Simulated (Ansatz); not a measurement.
# AlH4N: the cost of one run

All numbers below are computed with Ansatz 0.2.0 (RKS PBE0/def2-SVPD).

## 1. The structure to begin with

Bond lengths: Al1–N2 1.920 Å, N2–H3 1.060 Å, N2–H4 1.060 Å, Al1–H5 1.560 Å, Al1–H6 1.560 Å. Angles: Al1–N2–H3 120.0°, Al1–N2–H4 120.0°, H3–N2–H4 120.0°, N2–Al1–H5 120.0°, N2–Al1–H6 120.0°, H5–Al1–H6 120.0°.

Structure file:

```xyz
6

Al    0.0000    0.0000    0.0000
N     0.0000    0.0000    1.9200
H    -0.8770   -0.2713    2.4500
H     0.8770    0.2713    2.4500
H     1.3510    0.0000   -0.7800
H    -1.3510    0.0000   -0.7800
```

## 2. Relaxing the start

File input.yaml:

```yaml
crystal:
  periodic: [false, false, false]
  atoms:
    - { symbol: Al, position_ang: [0.0, 0.0, 0.0] }
    - { symbol: "N", position_ang: [0.0, 0.0, 1.92] }
    - { symbol: H, position_ang: [-0.877, -0.2713, 2.45] }
    - { symbol: H, position_ang: [0.877, 0.2713, 2.45] }
    - { symbol: H, position_ang: [1.351, 0.0, -0.78] }
    - { symbol: H, position_ang: [-1.351, 0.0, -0.78] }
basis:
  gaussian: { orbitals: def2-SVPD }
hamiltonian:
  xc: pbe0
relax:
  f_tol: 0.02
  max_steps: 40
```

Started as:

```bash
ansatz run input.yaml --threads 2 --pin off --max-ram 3072MiB --backend cpu --events-out ev --progress --plain --runs-dir out
```

**Question.** How long does this run take on 2 threads of Arm Neoverse V2, shared host, and how much memory does it need?

About 4.8 s, with a peak of 0.12 GiB.
